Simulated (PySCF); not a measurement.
Which functional comes closest?

Molecule: `InChI=1S/C3H5N/c1-3-4-2/h3H2,1H3`.

Molfile (atoms numbered from 1):
```
C3H5N
     RDKit          3D

  9  8  0  0  0  0  0  0  0  0999 V2000
    2.2456   -0.3819   -1.2356 C   0  0  0  0  0  0  0  0  0  0  0  0
    1.3438    0.0677   -0.6361 N   0  0  0  0  0  0  0  0  0  0  0  0
    0.2332    0.5757    0.0789 C   0  0  0  0  0  0  0  0  0  0  0  0
   -0.8566   -0.4674    0.2648 C   0  0  0  0  0  0  0  0  0  0  0  0
    0.5923    0.9424    1.0543 H   0  0  0  0  0  0  0  0  0  0  0  0
   -0.1539    1.4514   -0.4668 H   0  0  0  0  0  0  0  0  0  0  0  0
   -1.2288   -0.8217   -0.7071 H   0  0  0  0  0  0  0  0  0  0  0  0
   -1.6984   -0.0325    0.8224 H   0  0  0  0  0  0  0  0  0  0  0  0
   -0.4771   -1.3337    0.8251 H   0  0  0  0  0  0  0  0  0  0  0  0
  1  2  3  0
  2  3  1  0
  3  4  1  0
  3  5  1  0
  3  6  1  0
  4  7  1  0
  4  8  1  0
  4  9  1  0
M  CHG  2   1  -1   2   1
M  END
```

Geometry PBE0-D3(BJ)/def2-SVP throughout; GIAO in PySCF 2.14, gas phase, one conformer, non-relativistic; equivalent atoms averaged; basis pcSseg-2.

Reference values (measured; solution, not stated per compound (mostly CDCl3 or CCl4); Pretsch, Buehlmann, Badertscher, Structure Determination of Organic Compounds, 4th ed. (2009)): δ(C3) = 36.4 ppm, δ(C4) = 15.3 ppm, δ(H5/H6) = 3.39 ppm, δ(H7/H8/H9) = 1.28 ppm. Computed shifts are taken against TMS, calculated as an isolated molecule at each level.

**Question.** How do the functionals HF, LDA, PBE, BLYP, BP86, OPBE, KT2, KT3, B97-D, B3LYP, PBE0, mPW1PW91, WP04, B97-2, BHandHLYP, CAM-B3LYP, wB97X-D, LC-wPBE perform against the reference? Times are CPU seconds on shared hosts with different chips, so compare them loosely; the GGAs took longer than the global hybrids here, which isn't the general rule, and the cause wasn't traced.

**Answer.** 
| functional | kind | C3 | C4 | H5/H6 | H7/H8/H9 | mean abs. error C | mean abs. error H | core-s |
| --- | --- | --- | --- | --- | --- | --- | --- | --- |
| HF | Hartree–Fock | 34.7 | 19.3 | 3.07 | 1.31 | 2.8 | 0.18 | 6.2 |
| LDA | LDA | 36.9 | 16.2 | 3.40 | 1.22 | 0.7 | 0.03 | 17 |
| PBE | GGA | 38.0 | 18.0 | 3.38 | 1.25 | 2.2 | 0.02 | 20 |
| BLYP | GGA | 38.6 | 18.9 | 3.40 | 1.30 | 2.9 | 0.01 | 20 |
| BP86 | GGA | 38.1 | 18.0 | 3.36 | 1.25 | 2.2 | 0.03 | 20 |
| OPBE | GGA | 38.1 | 17.9 | 3.36 | 1.23 | 2.2 | 0.04 | 20 |
| KT2 | GGA | 38.0 | 18.4 | 3.44 | 1.26 | 2.3 | 0.03 | 20 |
| KT3 | GGA | 38.5 | 19.1 | 3.43 | 1.28 | 3.0 | 0.02 | 20 |
| B97-D | GGA | 38.4 | 18.8 | 3.38 | 1.29 | 2.8 | 0.01 | 20 |
| B3LYP | global hybrid | 37.9 | 18.8 | 3.31 | 1.30 | 2.5 | 0.05 | 13 |
| PBE0 | global hybrid | 37.3 | 18.0 | 3.27 | 1.25 | 1.8 | 0.08 | 13 |
| mPW1PW91 | global hybrid | 37.6 | 18.1 | 3.26 | 1.25 | 2.0 | 0.08 | 13 |
| WP04 | global hybrid | 40.7 | 19.4 | 3.20 | 1.27 | 4.2 | 0.10 | 9.9 |
| B97-2 | global hybrid | 37.7 | 18.4 | 3.27 | 1.27 | 2.2 | 0.07 | 9.6 |
| BHandHLYP | global hybrid | 36.9 | 18.9 | 3.21 | 1.30 | 2.0 | 0.10 | 9.3 |
| CAM-B3LYP | range-separated hybrid | 37.2 | 18.4 | 3.24 | 1.31 | 2.0 | 0.09 | 19 |
| wB97X-D | range-separated hybrid | 37.6 | 18.2 | 3.19 | 1.26 | 2.1 | 0.11 | 12 |
| LC-wPBE | range-separated hybrid | 36.7 | 17.4 | 3.08 | 1.25 | 1.2 | 0.17 | 17 |

For $^{13}$C the closest is LDA (0.7 ppm) and the furthest WP04 (4.2 ppm).

For $^{1}$H the closest is B97-D (0.01 ppm, with BLYP, KT3, PBE, BP86, LDA, KT2 practically level) and the furthest HF (0.18 ppm). One molecule is a small sample, and vibrational and solvent effects are absent from the calculation.
